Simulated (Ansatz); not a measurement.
```yaml
crystal:
  periodic: [false, false, false]
  atoms:
    - {symbol: C, position_ang: [-1.200271, -0.231073, 0.827656]}
    - {symbol: C, position_ang: [0.188921, -0.325157, 0.291597]}
    - {symbol: F, position_ang: [0.940044, -1.233605, 1.001302]}
    - {symbol: C, position_ang: [0.937077, 0.853122, -0.215023]}
    - {symbol: C, position_ang: [0.498792, -0.246581, -1.158411]}
    - {symbol: H, position_ang: [-1.186744, 0.088712, 1.872149]}
    - {symbol: H, position_ang: [-1.778990, 0.493395, 0.252553]}
    - {symbol: H, position_ang: [-1.700898, -1.200083, 0.765998]}
    - {symbol: H, position_ang: [0.429223, 1.809115, -0.252051]}
    - {symbol: H, position_ang: [1.991579, 0.899840, 0.024848]}
    - {symbol: H, position_ang: [-0.312269, -0.052756, -1.849640]}
    - {symbol: H, position_ang: [1.270537, -0.910127, -1.526977]}
basis:
  gaussian: {orbitals: pcseg-2}
total_charge: -1
magnetization: {spin_polarized: true, initial_magnetization: 1}
hamiltonian: {xc: {name: B2PLYP}, dispersion: d4}
output: {forces: true}
```

```sh
$ ansatz run in.yaml --threads 4 --pin off --events-out ev --progress --plain --max-ram 10444MiB
```

Q: How does Ansatz answer? (Estimate.)

A: Computed: The program refused the input.
```
Error: invalid value for `hamiltonian.dispersion`: no damping is tabulated for this functional; type it, or the functional that lends it
```
